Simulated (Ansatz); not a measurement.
# CH3 (doublet): wave-function methods side by side at distance C1–H3 = 2.411 Å, 6-31G

Aim: climb from Hartree-Fock through coupled cluster and multireference methods for CH3 (doublet) at one geometry and basis, and see what each rung misses.

Computed with Ansatz 0.2.0, Gaussian basis. Level: 6-31G, core rule «outside noble gas», up to 1 orbitals frozen.

Plan: UHF; CCSD(T) on ROHF; CCSD(T) on UHF; BCCD(T) on ROHF; CISD; CCSDT(Q) on ROHF; CCSDT(Q) on UHF; CISDTQ; CCSDTQ on ROHF; CCSDTQ on UHF; CASSCF and MRCISD+Q, 3 electrons in 3 orbitals; CASSCF and NEVPT2, 3 electrons in 3 orbitals; CASSCF and MRCISD+Q, 7 electrons in 7 orbitals; CASSCF and NEVPT2, 7 electrons in 7 orbitals; Full CI.

14 further runs of the same task are left out: 11 that didn't finish, 3 set aside as unsound or not needed.

**1. The geometry**

The geometry derives from a PBE0/def2-TZVP stationary point (not a proven minimum). One bond is set to the value named and the two fragments are kept rigid.

4 atoms, charge 0, spin multiplicity 2.

Atoms are counted from 1 here; the program's logs count them from 0.

Bond lengths: C1–H2 1.080 Å, C1–H4 1.080 Å. Angles: H2–C1–H4 120.0°.

**2. UHF**

in.yaml reads:

```yaml
crystal:
  periodic: [false, false, false]
  atoms:
    - {symbol: C, position_ang: [0.045615, -0.076690, 0.000226]}
    - {symbol: H, position_ang: [1.125546, -0.062665, -0.000095]}
    - {symbol: H, position_ang: [-1.186900, 1.995456, -0.005877]}
    - {symbol: H, position_ang: [-0.482203, -1.018946, 0.003281]}
basis:
  gaussian: {orbitals: 6-31G}
magnetization: {spin_polarized: true, initial_magnetization: 1}
hamiltonian: {xc: hf}
output: {orbitals: {seedname: orbitals}}
```

The run is started by

```bash
ansatz run in.yaml --threads 1 --pin off --events-out ev --progress --plain --max-ram 2393MiB
```

Further steps of the session: CCSD(T) on ROHF; CCSD(T) on UHF; BCCD(T) on ROHF; CISD; CCSDT(Q) on ROHF; CCSDT(Q) on UHF; CISDTQ; CCSDTQ on ROHF; CCSDTQ on UHF; CASSCF and MRCISD+Q, 3 electrons in 3 orbitals; CASSCF and NEVPT2, 3 electrons in 3 orbitals; CASSCF and MRCISD+Q, 7 electrons in 7 orbitals; CASSCF and NEVPT2, 7 electrons in 7 orbitals; Full CI.

Q: Predict the results of all the runs planned. Wanted: FCI below the RHF energy; RMP2 from FCI; UMP2 from FCI; RCCSD from FCI; RCCSD(T) from FCI; UCCSD(T) from FCI; RCCSDT(Q) from FCI; UCCSDT(Q) from FCI; NEVPT2 pair from FCI.

The runs gave:

```
                         quantity                                                                                                                      value
         FCI below the RHF energy                                                                                                                 -4.0187 eV
                    RMP2 from FCI                                                                                                                +1877.5 meV
                    UMP2 from FCI                                                                                                                 +654.9 meV
                   RCCSD from FCI                                                                                                                 +171.7 meV
                RCCSD(T) from FCI                                                                                                                   -1.4 meV
                UCCSD(T) from FCI                                                                                                                  +61.8 meV
               RCCSDT(Q) from FCI                                                                                                                   -1.8 meV
               UCCSDT(Q) from FCI                                                                                                                   -0.7 meV
             NEVPT2 pair from FCI                                                                                                                 +476.5 meV
           MRCISD+Q pair from FCI                                                                                                                   -1.4 meV
          NEVPT2 valence from FCI                                                                                                                 +213.8 meV
levels within 1 kcal/mol (43 meV)  RCCSD(T), RCCSDT, UCCSDT, CISDTQ, RCCSDT(Q), UCCSDT(Q), RCCSDTQ, UCCSDTQ, MRCISD+Q pair, MRCISD valence, MRCISD+Q valence
                    T1 diagnostic                                                                                                                      0.106
   effectively unpaired electrons                                                                                                                       2.17
```

What this shows: RCCSD(T) misses by -1.4 meV, 0.0 % of the correlation energy. CCSD(T) misses by -1.4 meV on the restricted determinant and by +61.8 meV on the unrestricted one; the two need not hold the same state or core. The occupations show strong static correlation (2.2 unpaired electrons where one determinant has 1). Coupled cluster on one determinant still stays close here. Of the multireference levels listed MRCISD+Q pair comes nearest in total energy (-1.4 meV), which doesn't show that its space is the better one. Coupled cluster took another determinant than the lowest Hartree-Fock one. These misses are within one basis, not against nature; the frozen cores of restricted and unrestricted runs differ, which can shift their rows.
